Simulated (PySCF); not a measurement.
Assignment exercise: C$_{4}$H$_{8}$

Molfile (atoms numbered from 1):
```
C4H8
     RDKit          3D

 12 12  0  0  0  0  0  0  0  0999 V2000
    1.4092   -0.0320    0.4705 C   0  0  0  0  0  0  0  0  0  0  0  0
    0.2333   -0.1721   -0.4587 C   0  0  0  0  0  0  0  0  0  0  0  0
   -1.0922   -0.6506    0.0558 C   0  0  0  0  0  0  0  0  0  0  0  0
   -0.9232    0.7795   -0.3709 C   0  0  0  0  0  0  0  0  0  0  0  0
    1.9477   -0.9868    0.5851 H   0  0  0  0  0  0  0  0  0  0  0  0
    1.0837    0.2883    1.4731 H   0  0  0  0  0  0  0  0  0  0  0  0
    2.1280    0.7166    0.1001 H   0  0  0  0  0  0  0  0  0  0  0  0
    0.4939   -0.5070   -1.4693 H   0  0  0  0  0  0  0  0  0  0  0  0
   -1.6913   -1.3125   -0.5757 H   0  0  0  0  0  0  0  0  0  0  0  0
   -1.1778   -0.8596    1.1266 H   0  0  0  0  0  0  0  0  0  0  0  0
   -1.4060    1.1080   -1.2955 H   0  0  0  0  0  0  0  0  0  0  0  0
   -0.8898    1.5455    0.4099 H   0  0  0  0  0  0  0  0  0  0  0  0
  1  2  1  0
  2  3  1  0
  3  4  1  0
  4  2  1  0
  1  5  1  0
  1  6  1  0
  1  7  1  0
  2  8  1  0
  3  9  1  0
  3 10  1  0
  4 11  1  0
  4 12  1  0
M  END
```

PySCF 2.14 calculation with J: B3LYP/pcJ-1 (without the spin–dipole term), PBE0-D3(BJ)/def2-SVP structure and GIAO PBE0/pcSseg-1 shieldings; one conformer, equivalent nuclei averaged, no solvent model, relativity neglected.

Scale: 13C, 1H vs TMS (reference shieldings calculated alike).

Problem. Assign these signals to the numbered atoms. 13C{1H} NMR (computed): δ 21.3, 7.2, 6.6.

Solution. 
| δ (ppm) | atoms | environment | reason |
| --- | --- | --- | --- |
| 21.3 | C1 | methyl carbon | saturated and bonded to C and H only |
| 7.2 | C3/C4 | three-membered-ring carbon | carbons of three-membered rings are unusually shielded |
| 6.6 | C2 | three-membered-ring carbon | – |

C3/C4 and C2 lie closer than the usual error of such a calculation, so a measured spectrum could show them in the other order.

Problem. Assign these signals to the numbered atoms. 1H NMR (600 MHz, computed): δ 1.02 (m, 3H), 0.51 (m, 1H), 0.43 (m, 2H), -0.06 (m, 2H).

Solution. 
| δ (ppm) | atoms | environment | reason |
| --- | --- | --- | --- |
| 1.02 | H5/H6/H7 | hydrogen on a methyl carbon | far from electronegative atoms and π systems |
| 0.51 | H8 | hydrogen on a three-membered-ring carbon | cyclopropane-type protons are shielded by the ring |
| 0.43 | H9/H11 | hydrogen on a three-membered-ring carbon | – |
| -0.06 | H10/H12 | hydrogen on a three-membered-ring carbon | – |

H8 and H9/H11 lie closer than the usual error of such a calculation, so a measured spectrum could show them in the other order.

Splittings below 1 Hz are ignored in the labels, and close J values are merged. Couplings among chemically equivalent protons are left out too, so labels in AA′BB′ or AA′XX′ sets are apparent multiplicities. Unscaled 3J(H,H) at this level run about 10 % above measured values. Shifts are as computed. Against solution values, carbons near 30 ppm lie about +2 ppm off and those near 130 ppm about +5 ppm. Of 1211 compounds with measured shifts, 218 miss one by over three times the rms of a fit or turn the order of signals round; such compounds aren't used in these exercises.
